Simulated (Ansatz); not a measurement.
The input, for Ansatz 0.2.0:

```yaml
crystal:
  periodic: [false, false, false]
  atoms:
    - {symbol: B, position_ang: [0.000000, 0.000000, 1.251202]}
    - {symbol: Be, position_ang: [0.000000, 0.000000, -3.691798]}
    - {symbol: H, position_ang: [0.000000, 0.000000, 2.440597]}
basis:
  gaussian: {orbitals: cc-pVTZ-DK}
magnetization: {spin_polarized: false, initial_magnetization: 2}
correlation: {active_space: {ras: {orbitals: [4, 2, 68], electrons: 10, max_holes: 2, max_particles: 2}, fixed_orbitals: true}}
output: {forces: true}
```

```sh
$ ansatz run in.yaml --threads 1 --pin off --events-out ev --progress --plain --max-ram 2393MiB
```

Output:

```
422 factors; integrals over basis functions are off by at most 1.3e-3 eV
mean field evaluation 1: about -1078.9167 eV, gradient 7.6e0 eV
mean field evaluation 2: about -1078.9172 eV, gradient 7.6e0 eV
mean field evaluation 4: about -1080.1072 eV, gradient 2.2e0 eV
mean field evaluation 8: about -1080.2209 eV, gradient 9.0e-4 eV
mean field evaluation 16: about -1080.2209 eV, gradient 1.1e-4 eV
mean field -1080.22086850 eV, -39.6973847173 hartree, gradient 3.8e-6 eV, S^2 2.000000; 3 other end points of the search recorded, 0 dependent functions left out
reference -1080.22086850 eV, -39.6973847173 hartree; 6, 4 occupied and 68, 70 virtual orbitals, 422 factors
Error: with the densities for the forces the run needs 2.35 GiB of the host's memory, and 2.33 GiB are given
refused for memory
```

The run gave no result to rely on (out of memory).

Ran on 1 thread of Arm Neoverse V1, shared host: 0.45 s wall, 0.15 GiB peak host memory.
